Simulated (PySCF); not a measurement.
# An excited-state table with gaps

Sulfuryl chloride, Cl₂O₂S.
Cartesian coordinates in Å at the PBE0-D3(BJ)/def2-SVP level; atoms count from 1:
```
atom  x, y, z in Å
O1     1.1619   -0.1148   -1.1211
S2     0.2848   -0.0812    0.0155
O3     0.6710   -0.5201    1.3267
Cl4   -0.4551    1.8259    0.1862
Cl5   -1.4446   -1.0669   -0.4917
```

Computed, not measured: PySCF, TDDFT CAM-B3LYP/def2-SVPD, vertical, gas phase, core orbitals frozen in the response.

Lowest singlets, with some entries withheld (?).

```tsv
state	E (eV)	f	main configurations (H = HOMO, L = LUMO)
S1	4.86	0.0003	H-2→L (96%)
S2	4.87	0.0000	H-1→L (95%)
S3	4.96	0.0020	H→L (96%)
S4	?	0.0039	H-4→L (70%), H-6→L (19%), H-2→L+1 (10%)
S5	?	0.201	H-3→L (93%)
S6	?	0.0003	H-5→L (91%)
```

Question: Fill in the withheld entries.

Answer: 
- S4: E = 6.07 eV
- S5: E = 6.47 eV
- S6: E = 6.47 eV

Question: What is the mean static polarisability from the same response equations?

Answer: 58.3 au (8.64 Å³), with principal values 49.3, 57.7 and 67.9 au.

Question: How far apart are S1 and S2, in eV and cm⁻¹?

Answer: 4.873 − 4.855 = 0.018 eV, or about 140 cm⁻¹.
